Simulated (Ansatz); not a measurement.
α-phase Ga was calculated with revPBE (Ansatz, a program for electronic structure, plane waves, PAW).

Run with plane-wave cutoff 520 eV, 14×14×12 k mesh (along the axes of the cell as run), Fermi–Dirac smearing 0.05 eV, scalar-relativistic PAW data made under PBE.

Cell (relaxed at this level):

```
Ga
1.0
    2.30894    -3.90877     0.00000
    2.30894     3.90877     0.00000
    0.00000     0.00000     4.62487
Ga
4
Direct
  0.15624   0.84376   0.91830
  0.34376   0.65624   0.41830
  0.65624   0.34376   0.58170
  0.84376   0.15624   0.08170
```

Q: Estimate the bulk modulus and pressure derivative B′ of the bulk modulus that the calculation returns.

A: 
- bulk modulus: 43.8 GPa
- pressure derivative B′ of the bulk modulus: 5.5

The run finds no gap.

Note: the bulk modulus comes from volumes at which shape and atoms were relaxed.

The computed numbers hold no vibrational or temperature effects.

It cost about 15 core-minutes (a rough figure) of CPU time.
